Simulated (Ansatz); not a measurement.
# C3H4ClFO: the cost of one run

Method: UKS r2SCAN-D4/STO-3G, in Ansatz 0.2.0.

## Step 1: The system as given

Bond lengths: F1–C2 1.336 Å, C2–Cl3 1.743 Å, C2–C4 1.531 Å, C4–C5 1.506 Å, C2–O6 1.476 Å, C5–O6 1.451 Å, C4–H7 1.055 Å, C4–H8 1.122 Å, C5–H9 1.116 Å, C5–H10 1.083 Å. Angles (14 of 19 angles, heavy atoms first): F1–C2–Cl3 107.6°, F1–C2–C4 119.4°, F1–C2–O6 112.8°, Cl3–C2–C4 114.9°, Cl3–C2–O6 112.2°, C4–C2–O6 88.9°, C2–C4–C5 85.0°, C4–C5–O6 90.8°, C2–O6–C5 89.0°, C2–C4–H7 119.1°, C2–C4–H8 112.6°, C5–C4–H7 117.4°, C5–C4–H8 111.7°, C4–C5–H9 120.8°.

Structure file:

```xyz
10

F    -0.8476   -1.3508    1.2825
C     0.1784   -0.7957    0.6318
Cl    1.5414   -1.8713    0.7795
C    -0.0415   -0.2245   -0.7717
C    -0.1756    1.1004   -0.0682
O     0.4883    0.5668    1.1069
H     0.7255   -0.3170   -1.4896
H    -1.0140   -0.5541   -1.2244
H    -1.1764    1.4825    0.2444
H     0.4045    1.9126   -0.4881
```

## Step 2: End point A

The input, input.yaml:

```yaml
crystal:
  periodic: [false, false, false]
  atoms:
    - { symbol: F, position_ang: [-0.8476, -1.3508, 1.2825] }
    - { symbol: C, position_ang: [0.1784, -0.7957, 0.6318] }
    - { symbol: Cl, position_ang: [1.5414, -1.8713, 0.7795] }
    - { symbol: C, position_ang: [-0.0415, -0.2245, -0.7717] }
    - { symbol: C, position_ang: [-0.1756, 1.1004, -0.0682] }
    - { symbol: O, position_ang: [0.4883, 0.5668, 1.1069] }
    - { symbol: H, position_ang: [0.7255, -0.317, -1.4896] }
    - { symbol: H, position_ang: [-1.014, -0.5541, -1.2244] }
    - { symbol: H, position_ang: [-1.1764, 1.4825, 0.2444] }
    - { symbol: H, position_ang: [0.4045, 1.9126, -0.4881] }
magnetization:
  spin_polarized: true
basis:
  gaussian: { orbitals: STO-3G }
hamiltonian:
  xc: r2scan
  dispersion: d4
relax:
  f_tol: 0.02
  max_steps: 50
```

Run with:

```bash
> ansatz run input.yaml --threads 1 --pin off --max-ram 2048MiB --backend cpu --events-out ev --progress --plain --runs-dir out
```

**Question.** How long does this run take on 1 thread of an x86-64 CPU, shared host, and how much memory does it need?

About 37 s, with a peak of 0.26 GiB.
